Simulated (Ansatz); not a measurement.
# U-r2SCAN0/aug-cc-pVTZ run of SiCl (SMILES [Si]Cl)

What is the energy change on altering one bond length of SiCl at U-r2SCAN0/aug-cc-pVTZ? 

Program for the calculation: Ansatz 0.2.0.

40 further runs of the same task are left out: 40 set aside as unsound or not needed.

**1. The molecule**

The species is SiCl (2 atoms), meant as a doublet with charge 0. As SMILES, `[Si]Cl`. The shape is that of a PBE0-D4/def2-TZVP optimisation.

Bond lengths: Si1–Cl2 2.067 Å.

**2. A single-point energy at U-r2SCAN0/aug-cc-pVTZ**

Contents of job.yaml:

```yaml
crystal:
  periodic: [false, false, false]
  atoms:
    - symbol: Si
      position_ang: [0.881810, -0.293660, 0.452120]
    - symbol: Cl
      position_ang: [-0.881810, 0.293660, -0.452120]
basis:
  gaussian:
    orbitals: aug-cc-pVTZ
magnetization:
  spin_polarized: true
  initial_magnetization: 1
hamiltonian:
  xc: {name: r2SCAN0}
accuracy: high
output: {orbitals: {seedname: orbitals}}
```

On the command line:

```
ansatz run job.yaml --threads 1 --pin off --max-ram 3480MiB --events-out events.jsonl --progress --plain --runs-dir runs
```

Output:

```text
Warning: RAYON_NUM_THREADS=1 ignored (pool sized by the plan → 1); use --threads N
Functional definition: r2SCAN0
  name "r2SCAN0"
  parameter a = 0.25
  parameter k0 = 0.174
  parameter k1 = 0.065
  parameter a1 = 4.9479
  exchange = (1 - a)*r2scan_x(k0 = k0, k1 = k1, a1 = a1) + a*exact_x
  correlation = r2scan_c
1299 factors; integrals over basis functions are off by at most 3.8e-9 eV
mean field evaluation 1: about -20398.0028 eV, gradient 7.6e0 eV
mean field evaluation 2: about -20398.0599 eV, gradient 7.7e0 eV
mean field evaluation 4: about -20398.3715 eV, gradient 6.1e-1 eV
mean field evaluation 8: about -20398.4327 eV, gradient 2.8e-2 eV
mean field evaluation 16: about -20398.4327 eV, gradient 1.1e-5 eV
mean field -20398.43272481 eV, -749.6285760826 hartree, gradient 9.8e-8 eV, S^2 0.762709; 0 other end points of the search recorded, 0 dependent functions left out
reference -20398.43272912 eV, -749.6285762408 hartree; 16, 15 occupied and 84, 85 virtual orbitals, 1299 factors
Total energy: -20398.43272912 eV, -749.6285762408 hartree
```

It took 17 s on 1 thread of Intel Xeon 6975P-C (Granite Rapids), shared host; peak memory 0.4 GiB.

**3. The distorted shape, same level**

Contents of in.yaml:

```yaml
crystal:
  periodic: [false, false, false]
  atoms:
    - symbol: Si
      position_ang: [2.292705, -0.763516, 1.175512]
    - symbol: Cl
      position_ang: [-0.881810, 0.293660, -0.452120]
basis:
  gaussian:
    orbitals: aug-cc-pVTZ
magnetization:
  spin_polarized: true
  initial_magnetization: 1
hamiltonian:
  xc: {name: r2SCAN0}
accuracy: high
output: {orbitals: {seedname: orbitals}}
```

On the command line:

```
ansatz run in.yaml --threads 1 --pin off --max-ram 3480MiB --events-out events.jsonl --progress --plain --runs-dir runs
```

Output:

```text
Warning: RAYON_NUM_THREADS=1 ignored (pool sized by the plan → 1); use --threads N
Functional definition: r2SCAN0
  name "r2SCAN0"
  parameter a = 0.25
  parameter k0 = 0.174
  parameter k1 = 0.065
  parameter a1 = 4.9479
  exchange = (1 - a)*r2scan_x(k0 = k0, k1 = k1, a1 = a1) + a*exact_x
  correlation = r2scan_c
1266 factors; integrals over basis functions are off by at most 3.7e-9 eV
mean field evaluation 1: about -20391.4934 eV, gradient 1.7e1 eV
mean field evaluation 2: about -20239.3601 eV, gradient 8.4e1 eV
mean field evaluation 4: about -20389.1383 eV, gradient 2.7e1 eV
mean field evaluation 8: about -20394.6384 eV, gradient 7.8e-1 eV
mean field evaluation 16: about -20394.8567 eV, gradient 1.8e-1 eV
mean field evaluation 32: about -20394.7352 eV, gradient 1.5e-1 eV
mean field evaluation 64: about -20394.2985 eV, gradient 4.9e0 eV
mean field -20394.85973484 eV, -749.4972711230 hartree, gradient 2.9e-8 eV, S^2 1.240043; 8 other end points of the search recorded, 0 dependent functions left out
reference -20394.85973948 eV, -749.4972712935 hartree; 16, 15 occupied and 84, 85 virtual orbitals, 1266 factors
Total energy: -20394.85973948 eV, -749.4972712935 hartree
```

Wall time 76 s (1 thread of Intel Xeon 6975P-C (Granite Rapids), shared host); peak memory 0.42 GiB.

**4. Summary of results**

Level: U-r2SCAN0/aug-cc-pVTZ.

| quantity | value |
| --- | --- |
| first shape: total energy | -749.62858 Eh |
| first shape: HOMO energy (highest over α and β) | -5.45 eV |
| first shape: LUMO energy (lowest over α and β) | -2.99 eV |
| first shape: ⟨S²⟩ | 0.763 |
| distorted shape: total energy | -749.49727 Eh |
| distorted shape: HOMO energy (highest over α and β) | -7.16 eV |
| distorted shape: LUMO energy (lowest over α and β) | -4.76 eV |
| distorted shape: ⟨S²⟩ | 1.240 |
| energy change with the Si1–Cl2 bond stretched from 2.067 to 3.721 Å | 3.573 eV |

With the Si1–Cl2 bond stretched from 2.067 to 3.721 Å the energy rises by 3.57 eV (345 kJ/mol). The first shape isn't relaxed at this level, so the change isn't measured from a minimum. ⟨S²⟩ (distorted shape) is 1.24 where a pure doublet has 0.75: the reference is spin-contaminated.
